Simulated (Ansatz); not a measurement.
## A barrier at the coupled-cluster level

Start structure (CH$_{6}$B, doublet), relaxed at PBE0-D4/def2-TZVP:

```csv
atom,x (Å),y (Å),z (Å)
H1,0.4445,1.1194,-0.4075
B2,0.8906,0.0457,0.1033
C3,-0.8007,-0.0896,-0.0726
H4,1.2646,0.1860,1.2304
H5,1.5250,-0.6101,-0.6695
H6,-1.3904,0.5733,0.5534
H7,-1.1625,-0.1206,-1.0959
H8,-0.7713,-1.1042,0.3585
```

The step: CH₆B ([BH3][CH3]) → BH₂ + CH₄; bonds formed: H1–C3; bonds broken: H1–B2, B2–C3. Program: Ansatz 0.2.0. Basis: def2-TZVPP and def2-QZVPP. Cores are frozen in the correlated methods; orbitals are unrestricted. Extrapolation: Hartree–Fock as exp(−7.88 √X), correlation as X^−2.97. Energies below are by CCSD(T) at an estimated basis limit (MP2 extrapolated from triple and quadruple zeta, plus CCSD(T) − MP2 in triple zeta).

**Question.** What are the electronic barrier and the energy of the step, from the start structure to the end structure? (An estimate is asked for; the value comes from the calculation.)

**Answer.** By the calculation: Barrier 8.94 kcal/mol; step energy 6.13 kcal/mol (uphill); reverse barrier, their difference, 2.81 kcal/mol. Barrier and step energy count from the start structure, the reverse barrier from the end structure.

The saddle point: One imaginary mode of 206i cm⁻¹.
```json
{"pair": "H1–C3", "start (Å)": "1.77", "saddle (Å)": "1.15", "end (Å)": "1.11"}
{"pair": "H1–B2", "start (Å)": "1.27", "saddle (Å)": "1.49", "end (Å)": "1.85"}
{"pair": "B2–C3", "start (Å)": "1.71", "saddle (Å)": "2.09", "end (Å)": "2.53"}
```

Zero-point energy (harmonic, PBE0-D4): ZPE is 39.26 kcal/mol at the start and 39.84 kcal/mol at the saddle, so the barrier goes from 8.94 to 9.52 kcal/mol.

T1 diagnostic: at most 0.014. ⟨S²⟩ of the unrestricted Hartree–Fock references: 0.75 to 0.76 (a pure state has 0.75). The end structure is not quite a true minimum (one mode of 38i cm⁻¹).

Labels in which every atom is bracketed show which atoms are joined, not bond orders.

For scale, one of the runs: CCSD(T)/def2-TZVPP, 146 basis functions (an equivalent command: `ansatz run in.yaml --threads 2`). The run took 31 s on 2 CPU threads (shared host), with 2.1 GiB of host memory at its peak.
